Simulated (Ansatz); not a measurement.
Computed with Ansatz on PBE0-D4/def2-TZVP structures; ΔE is electronic, products minus reactants. CBS: MP2 limit from def2 TZ/QZ plus the TZ coupled-cluster correction, frozen cores. This one scheme is used for every species.

BH₃ + CH₃OH → `[BH3-][OH+]C`  (adduct formation)

```csv
species,MP2/def2-TZVPP energy (Eh)
BH₃,-26.51393
CH₃OH,-115.52185
`[BH3-][OH+]C`,-142.06949
```

Question: Work out ΔE.

Answer: ΔE = (-142.06949) − (-26.51393) − (-115.52185) = -0.03371 Eh = -88.5 kJ/mol. CCSD(T)/CBS gives -83.0 kJ/mol.

Largest T1 diagnostic among the species: 0.009.

At CCSD(T), def2-SVP lies −13.3 kJ/mol from the extrapolated value and def2-TZVPP −2.6 kJ/mol. The D4 term adds −9.2 kJ/mol with B3LYP and −4.9 kJ/mol with PBE0; it sums over pairs of atoms, weighted by their polarisabilities, and B3LYP, whose exchange is more repulsive, gets the larger term.

B3LYP here is the variant with VWN-RPA as its local correlation; programs differ in this.
